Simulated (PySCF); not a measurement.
**Core binding energy against partial charge**

Compound: C₄H₇F.
Numbering: `[CH3:1]/[CH:2]=[CH:3]/[CH2:4][F:5]`

Binding energies: delta-SCF UKS SCAN, pcX-2 on the ionised atom, pcseg-1 elsewhere, spin-free X2C in PySCF. Charges: PBE0/pcSseg-1 ground-state density, for the ionised atom.

```
atom       environment  C 1s (eV)  Mulliken (e)  IAO (e)  Hirshfeld (e)  ESP (e)
  C3  alkene CH carbon     290.36        -0.301   -0.186         -0.069   -0.295
  C2  alkene CH carbon     290.37        -0.201   -0.136         -0.046   +0.033
  C1    allylic carbon     290.86        -0.233   -0.413         -0.113   -0.494
  C4    sp3 C–F carbon     293.18        +0.239   +0.047         +0.026   +0.081
```

Q: How well does each charge scheme correlate with the binding energies over these sites?

A: Mulliken: r = 0.98, slope 5.3 eV per e; Hirshfeld: r = 0.79, slope 18.2 eV per e; IAO: r = 0.65, slope 4.6 eV per e; ESP: r = 0.49, slope 2.4 eV per e. Mulliken charges have the highest r, on only 4 points.

Q: The point-charge model writes a binding energy as kq + V + constant, with V the potential of the other atoms' charges at the site. What does it give with the ESP charges?

A: V = Σ 14.40 eV Å × q/r over all other atoms: +3.17 eV at C3, -2.18 eV at C2, +6.13 eV at C1, -1.43 eV at C4. Fitting binding energy − V to q gives k = 16.6 eV per e and leaves an rms residual of 0.54 eV, against 1.01 eV for the fit on q alone. The model has no term for differences in relaxation between sites.

The structure is a single PBE0-D3(BJ)/def2-SVP conformer in the gas phase; no vibrational or solvent corrections.

Shape of the structure used: `[CH3:1]/[CH:2]=[CH:3]/[CH2:4][F:5]`: C2–C3–C4–F5 1°.
